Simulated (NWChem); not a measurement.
System: Li, doublet

Program: NWChem. Spin-unrestricted. No stability test was run on the SCF state. B3LYP is NWChem's, with the RPA form of VWN correlation.

Task: What does the run give for B3LYP/def2-QZVP? Quantities: highest occupied level (eV); lowest empty minus highest occupied level, either spin (eV); <S²>.

Result: 
```yaml
highest occupied level (eV): -3.65
lowest empty minus highest occupied level, either spin (eV): 2.21
"<S²>": 0.750
```
